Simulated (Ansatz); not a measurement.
A made-up structure of SiH5SO (charge +1), closed shell:

Si1  (-0.713, 1.054, -0.531)
O2  (0.427, 0.074, 0.388)
S3  (0.567, -1.470, 0.365)
H4  (-1.512, 0.056, -1.272)
H5  (-0.604, -2.155, 0.465)
H6  (-1.456, 1.776, 0.513)
H7  (1.912, -1.621, 0.221)
H8  (0.622, -1.757, 1.694)
(Å)

It is relaxed with PBE-D4/def2-SVP and then PBE0-D4/def2-TZVP (Ansatz 0.2.0). Atoms count as bonded within 1.22 times the sum of their covalent radii (H–H: 0.88 Å). The end point is not checked to be a true minimum.

Q: Does its bonding change? (A judgement: the text doesn't fix the answer.)

A: The calculation gives: Yes. Formed: Si1–H5; broken: S3–H5.

Where it ends: The first stage lowers the energy by 5.83 eV in 18 steps. It ends as SiH₅SO ([SiH3][O][SH2]), total charge +1:
```tsv
atom	x (Å)	y (Å)	z (Å)
Si1	-1.1894	0.2073	-0.2112
O2	0.4361	-0.2699	0.2737
S3	0.8901	-1.6624	0.7827
H4	-1.0267	0.5925	-1.6214
H5	-1.9885	-1.0178	-0.0010
H6	-1.5097	1.3087	0.7095
H7	2.0057	-1.8766	0.0325
H8	1.6251	-1.3251	1.8778
```

Labels in which every atom is bracketed show which atoms are joined, not bond orders.

For scale, one of the runs: PBE0-D4/def2-TZVP relaxation, 135 basis functions, launched by `ansatz run in.yaml --threads 2 --pin off --events-out ev --progress --plain --max-ram 4352MiB`. The run took about 85 s on 2 CPU threads of an Arm Neoverse V1 (shared host).
